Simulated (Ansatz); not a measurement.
1T (CdI2-type) PtSe2 was calculated with PBEsol+SOC in Ansatz (PAW).

Settings: plane-wave cutoff 520 eV, 12×12×8 k mesh (along the axes of the cell as run), Fermi–Dirac smearing 0.01 eV, PAW data made under PBE.

The cell is scaled about its equilibrium volume:

Shape and atoms are relaxed at each volume.

```tsv
V (Å³/atom)	P (GPa)	c (Å)	a (Å)
19.096	2.53	4.720	3.744
19.494	1.09	4.798	3.751
19.891	0.00	4.882	3.757
20.289	-0.76	4.971	3.760
20.687	-1.09	5.073	3.758
```

Note: the cell comes from a level without a dispersion term, which matters for the spacing of layers, chains or molecules; the bulk modulus comes from volumes at which shape and atoms were relaxed.

Ansatz is a first-principles code.
